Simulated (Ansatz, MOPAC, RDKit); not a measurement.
Species: vinyl fluoride, C2H3F, net charge 0, singlet state. SMILES: FC=C

Atoms: C1, C2, F3, H4, H5, H6. Bonds: C1-C2, C1-F3, C1-H4, C2-H5, C2-H6.

Bond lengths (Å) and angles (degrees) optimised at MMFF94 with RDKit; PM3 with MOPAC; HF/3-21G with Ansatz (a program for electronic structure); HF/6-31G* with Ansatz; PBE/6-31G* with Ansatz; B3LYP/6-31G* with Ansatz, each started from the B3LYP-D3(BJ)/def2-TZVP structure (Ansatz) of the last column. A row stands for all coordinates that are equal there; 10 of 11 kinds are shown. 6-31G* holds six Cartesian d functions. No wavenumbers were computed at MMFF94, PBE/6-31G*, so these may be saddle points.

| coordinate | MMFF94 | PM3 | HF/3-21G | HF/6-31G* | PBE/6-31G* | B3LYP/6-31G* | B3LYP-D3(BJ)/def2-TZVP |
|---|---|---|---|---|---|---|---|
| C1-C2 | 1.330 | 1.333 | 1.304 | 1.309 | 1.334 | 1.325 | 1.317 |
| C1-F3 | 1.345 | 1.338 | 1.364 | 1.329 | 1.352 | 1.347 | 1.347 |
| C1-H4 | 1.080 | 1.093 | 1.067 | 1.072 | 1.096 | 1.086 | 1.082 |
| C2-H5 | 1.084 | 1.086 | 1.070 | 1.074 | 1.092 | 1.085 | 1.081 |
| C2-H6 | 1.084 | 1.085 | 1.070 | 1.073 | 1.092 | 1.084 | 1.080 |
| C2-C1-F3 | 121.4 | 122.0 | 122.5 | 122.3 | 122.7 | 122.5 | 122.2 |
| C2-C1-H4 | 127.1 | 126.2 | 125.2 | 125.7 | 125.4 | 125.7 | 126.1 |
| F3-C1-H4 | 111.6 | 111.7 | 112.4 | 111.9 | 111.9 | 111.9 | 111.7 |
| C1-C2-H5 | 120.4 | 123.8 | 121.3 | 121.4 | 121.6 | 121.5 | 121.6 |
| C1-C2-H6 | 121.1 | 121.2 | 120.2 | 119.8 | 119.5 | 119.7 | 119.4 |

Mean signed difference of all 5 bond lengths from B3LYP-D3(BJ)/def2-TZVP: MMFF94 0.003 Å, PM3 0.005 Å, HF/3-21G -0.007 Å, HF/6-31G* -0.010 Å, PBE/6-31G* 0.012 Å, B3LYP/6-31G* 0.004 Å.
